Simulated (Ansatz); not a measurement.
Basis-set extrapolation for H5OPSi, SMILES `[SiH3]OP` (PBE0-D4/def2-TZVP geometry, frozen core, Ansatz). Multiplicity 1, RHF reference.

|  | def2-TZVPP | def2-QZVPP |
| --- | --- | --- |
| HF | -707.546408 | -707.570396 |
| MP2 correlation | -0.517178 | -0.558243 |
| CCSD(T) correlation | -0.579605 | not run |

Energies in hartree. Use E(X) = E(∞) + A·exp(−7.88·√X) for Hartree–Fock and E(X) = E(∞) + B·X^(−2.97) for correlation, with X = 3 and 4, and add CCSD(T) minus MP2 of the smaller set to the MP2 limit.

**Question.** What is the CCSD(T) energy at the basis-set limit?

**Answer.** HF limit: -707.570396 + (-0.023988) × 0.13774 = -707.57370. MP2 limit: -0.558243 + (-0.041065) × 0.74074 = -0.58866. Higher-order term: -0.579605 − (-0.517178) = -0.06243. Total: -708.22479 hartree, 259.3 kJ/mol below CCSD(T)/def2-TZVPP.
